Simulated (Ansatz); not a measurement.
The input, for Ansatz 0.2.0:

```yaml
crystal:
  periodic: [false, false, false]
  atoms:
    - {symbol: In, position_ang: [0.000000, 0.000000, 0.000000]}
    - {symbol: H, position_ang: [0.000000, 0.000000, 1.685000]}
basis:
  gaussian: {orbitals: def2-SVPD}
total_charge: -1
magnetization: {spin_polarized: false, initial_magnetization: 2}
hamiltonian: {xc: {name: B3LYP}}
correlation: {method: ccsdt, electrons: outside_noble_gas, diis_vectors: 4}
```

```sh
$ ansatz run in.yaml --threads 1 --pin off --events-out ev --progress --plain --max-ram 2393MiB
```

Problem. One thing in this input was set wrong on purpose, beside settings that are merely unusual. What is the gravest fault, and what does the program do?

Solution. Multiplicity of wrong parity. How the run ends: refused.
```
Error: a molecule whose nuclei and cores have a total charge of 22 cannot have a net charge of -1 together with 2 unpaired electrons
```
